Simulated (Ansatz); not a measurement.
The first iterations of a band of CH2BN (5 atoms, charge 0, multiplicity 1).

Computed with RKS PBE0-D4/def2-SVP in Ansatz 0.2.0.

```
movable images  : 5
climbing image  : yes
spring          : 5.0 eV/Å²
optimiser       : quadratic models (default)
start path      : through a guess of the saddle point
force threshold : 0.03 eV/Å
iteration limit : 60
end points      : relaxed
```

First end point:

```xyz
5
Properties=species:S:1:pos:R:3
B -0.745 1.227 -0.318
C -0.530 -0.368 -0.148
N 0.462 0.381 0.124
H -0.608 -1.461 -0.102
H 1.421 0.220 0.443
```

Last end point:

```xyz
5
Properties=species:S:1:pos:R:3
B -0.576 -0.417 -0.159
C -0.462 1.128 -0.222
N 0.544 0.324 0.154
H -1.014 -1.523 -0.228
H 1.508 0.489 0.454
```

| iteration | highest image above the first end (eV) | largest band force component (eV/Å) |
| --- | --- | --- |
| 1 | 67.723 | 184.053 |
| 2 | 43.846 | 121.598 |
| 3 | 18.380 | 67.306 |
| 4 | 8.837 | 37.640 |
| 5 | 3.349 | 13.113 |
| 6 | 1.719 | 5.580 |
| 7 | 1.963 | 4.575 |
| 8 | 1.352 | 2.840 |
| 9 | 1.169 | 2.637 |
| 10 | 1.016 | 2.192 |
| 11 | 0.841 | 1.857 |
| 12 | 0.683 | 1.531 |
| 13 | 0.640 | 1.647 |

Question: Does the band converge within its limit, and where does its top end?

Answer: The forces met the threshold. It ended after 39 iterations with the highest image 0.926 eV above the first end. The profile has 3 maxima (images 1, 3, 5) with wells between them (images 2, 4): this band takes more than one step, which may be the mechanism or a detour left from its start path. Neighbouring images differ by up to 1.7 eV, so the band resolves the path poorly. A vibrational analysis at the climbing image gives one clearly imaginary mode, 739i cm⁻¹: a first-order saddle point. The orbitals stay closed-shell, which can raise the energy where a bond breaks towards radicals; this wasn't checked here.

The run took 4.2 min on 1 thread of Intel(R) Xeon(R) Processor @ 2.70GHz, with other jobs on the host, peak memory 0.11 GiB.
